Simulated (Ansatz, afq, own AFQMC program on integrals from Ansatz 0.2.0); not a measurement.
# Where AFQMC and coupled cluster stand for AlNH, doublet

```xyz
3

Al    0.0000    0.0000   -0.0014
N     0.0000    0.0000   -1.5774
H     0.0000    0.0000    1.5787
```

Connectivity, by distances: AlH–N.

Basis 6-31G. Only valence electrons are correlated. AFQMC by an in-house program on the Cholesky factors that Ansatz 0.2.0 writes for its CCSD(T) run. The CISD trial takes its coefficients from CCSD amplitudes. Released means that phaseless walkers are propagated on without the constraint, phases kept. Uncertainties: one standard error, sampling alone.

Determinant: UHF, the one that the program's search chose, which needn't be the lowest solution. The geometry is a point of a scan.

Full CI on the same integrals is exact in this basis and with this determinant's frozen core.

Cautions: the search met a lower determinant of the same kind, perhaps of another symmetry (115 meV lower); strong correlation (T1 0.061, weight of the determinant 0.83, largest double 0.09); unrestricted determinant spin contaminated (⟨S²⟩ 1.14 against 0.75); the released energies are still falling, so no released level is given (meV from the phaseless value at times in 1/Eh: -16 ± 4 at 0.24, -28 ± 4 at 0.51, -34 ± 4 at 0.99, -41 ± 4 at 1.62, -47 ± 5 at 2.40), though the last usable value meets full CI within the noise.

The T1 diagnostic is 0.0612, the weight of the determinant in the CISD state is 0.832 and the ⟨S²⟩ of the determinant is 1.140. The size of the correlated space is 9 electrons in 18 orbitals.

Reference: full CI, correlation energy -4.254 eV. The cautions show a poor starting determinant, so the rows tell how each method copes with it here, and full CI is the sure value.

| level | E − E(reference) (mEh) | share of correlation (%) |
| --- | --- | --- |
| HF | 156.33 | 0.00 |
| MP2 | 35.27 | 77.44 |
| CCSD | 8.97 | 94.26 |
| CCSD(T) | 3.29 | 97.89 |
| CCSDT | 0.47 | 99.70 |
| CCSDT(Q) | -0.50 | 100.32 |
| CCSDTQ | -0.04 | 100.03 |
| ph-AFQMC/HF | 4.23 ± 0.88 | 97.29 |
| ph-AFQMC/CISD | 1.83 ± 0.14 | 98.83 |

CCSDT and higher add their correlation energy to the determinant of the CCSD(T) run, since their own runs factorise the integrals more tightly (a shift of under 2 meV). A walk keeps the symmetry of its determinant, which the program's search chose and which needn't be the lowest solution, so a lower state of the same spin and another symmetry isn't excluded.
